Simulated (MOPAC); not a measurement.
MOPAC input (PM6):

```
PM6 1SCF GEO-OK AUX(PRECISION=9) THREADS=1
CH4O

C    -0.05249934 1    0.66361634 1   -0.00082491 1
O    -0.03987542 1   -0.75703536 1    0.00178984 1
H    -1.09784462 1    0.96908472 1    0.00748358 1
H     0.87401456 1   -1.05773522 1   -0.00540936 1
H     0.43649641 1    1.08332517 1    0.88540014 1
H     0.42133308 1    1.07991017 1   -0.89684359 1
```

Output:

```
 *******************************************************************************
 **                                                                           **
 **                              MOPAC v23.2.5                                **
 **                                                                           **
 *******************************************************************************
 ** MOPAC's Digital Object Identifier: https://doi.org/10.5281/zenodo.6511958 **
 **                                                                           **
 ** Please cite the open-source release paper for use of this MOPAC version:  **
 ** J. E. Moussa and J. J. P. Stewart (2026)                                  **
 ** MOPAC: An open-source semiempirical molecular orbital program             **
 ** J. Open Source Softw., 11(119), 8025, https://doi.org/10.21105/joss.08025 **
 *******************************************************************************

                              PM6 CALCULATION RESULTS

 *******************************************************************************
 *  PM6        - The PM6 Hamiltonian to be used
 *  GEO-OK     - OVERRIDE INTERATOMIC DISTANCE AND OTHER SAFETY CHECKS
 *  1SCF       - DO 1 SCF AND THEN STOP
 *  AUX        - OUTPUT AUXILIARY INFORMATION
 *******************************************************************************
PM6 1SCF GEO-OK AUX(PRECISION=9) THREADS=1
 CH4O

   ATOM   CHEMICAL          X               Y               Z
  NUMBER   SYMBOL      (ANGSTROMS)     (ANGSTROMS)     (ANGSTROMS)

     1       C         -0.05249934  *   0.66361634  *  -0.00082491  *
     2       O         -0.03987542  *  -0.75703536  *   0.00178984  *
     3       H         -1.09784462  *   0.96908472  *   0.00748358  *
     4       H          0.87401456  *  -1.05773522  *  -0.00540936  *
     5       H          0.43649641  *   1.08332517  *   0.88540014  *
     6       H          0.42133308  *   1.07991017  *  -0.89684359  *

          CARTESIAN COORDINATES

    NO.       ATOM           X           Y           Z

     1         C         -0.0525      0.6636     -0.0008
     2         O         -0.0399     -0.7570      0.0018
     3         H         -1.0978      0.9691      0.0075
     4         H          0.8740     -1.0577     -0.0054
     5         H          0.4365      1.0833      0.8854
     6         H          0.4213      1.0799     -0.8968

 General Reference for PM6:
 "Optimization of Parameters for Semiempirical Methods V: Modification of NDDO Approximations
 and Application to 70 Elements", J. J. P. Stewart, J. Mol. Mod., 13, 1173-1213 (2007)
 URL: https://link.springer.com/article/10.1007/s00894-007-0233-4

           Empirical Formula: C H4 O  =     6 atoms

      MOLECULAR POINT GROUP   :   Cs

      RHF CALCULATION, NO. OF DOUBLY OCCUPIED LEVELS = 7

 -------------------------------------------------------------------------------
 PM6 1SCF GEO-OK AUX(PRECISION=9) THREADS=1
 CH4O

     1SCF WAS SPECIFIED, SO BFGS WAS NOT USED
     SCF FIELD WAS ACHIEVED

                              PM6 CALCULATION
                                                       MOPAC v23.2.5 Linux

          FINAL HEAT OF FORMATION =        -47.83954 KCAL/MOL =    -200.16062 KJ/MOL

          COSMO AREA              =         66.44 SQUARE ANGSTROMS
          COSMO VOLUME            =         47.49 CUBIC ANGSTROMS

          IONIZATION POTENTIAL    =         10.539334 EV
          HOMO LUMO ENERGIES (EV) =        -10.539  2.741
          NO. OF FILLED LEVELS    =          7
          MOLECULAR WEIGHT        =         32.0420         POINT GROUP:  Cs

          MOLECULAR DIMENSIONS (Angstroms)

            Atom       Atom       Distance
            H     4    H     3     2.82779
            O     2    H     6     1.84735
            H     5    O     2     1.56122

          SCF CALCULATIONS        =          1

   ATOM   CHEMICAL          X               Y               Z
  NUMBER   SYMBOL      (ANGSTROMS)     (ANGSTROMS)     (ANGSTROMS)

     1       C         -0.05249934  *   0.66361634  *  -0.00082491  *
     2       O         -0.03987542  *  -0.75703536  *   0.00178984  *
     3       H         -1.09784462  *   0.96908472  *   0.00748358  *
     4       H          0.87401456  *  -1.05773522  *  -0.00540936  *
     5       H          0.43649641  *   1.08332517  *   0.88540014  *
     6       H          0.42133308  *   1.07991017  *  -0.89684359  *

                             CARTESIAN COORDINATES

   1    C       -0.052499340     0.663616340    -0.000824910
   2    O       -0.039875420    -0.757035360     0.001789840
   3    H       -1.097844620     0.969084720     0.007483580
   4    H        0.874014560    -1.057735220    -0.005409360
   5    H        0.436496410     1.083325170     0.885400140
   6    H        0.421333080     1.079910170    -0.896843590

           Empirical Formula: C H4 O  =     6 atoms

      MOLECULAR POINT GROUP   :   Cs

                  EIGENVALUES
 -30.09300 -24.79249 -18.08699 -15.38599 -15.11014 -12.45956 -10.53933   2.74073
   5.06721   5.22235   5.67351   6.01559

              NET ATOMIC CHARGES AND DIPOLE CONTRIBUTIONS

  ATOM NO.   TYPE          CHARGE      No. of ELECS.   s-Pop       p-Pop
    1          C          -0.182535        4.1825     1.08381     3.09873
    2          O          -0.515291        6.5153     1.81226     4.70303
    3          H           0.154326        0.8457     0.84567
    4          H           0.300211        0.6998     0.69979
    5          H           0.121645        0.8784     0.87836
    6          H           0.121645        0.8784     0.87836
 DIPOLE           X         Y         Z       TOTAL
 POINT-CHG.     1.092     1.749    -0.013     2.062
 HYBRID         0.324    -0.232    -0.002     0.399
 SUM            1.417     1.517    -0.015     2.076

          ATOMIC ORBITAL ELECTRON POPULATIONS

     Atom    s        px        py        pz
    1  C   1.08381   1.16227   0.80528   1.13118
    2  O   1.81226   1.43427   1.28507   1.98370
    3  H   0.84567
    4  H   0.69979
    5  H   0.87836
    6  H   0.87836

 **********************
 *                    *
 * JOB ENDED NORMALLY *
 *                    *
 **********************

 == MOPAC DONE ==
```
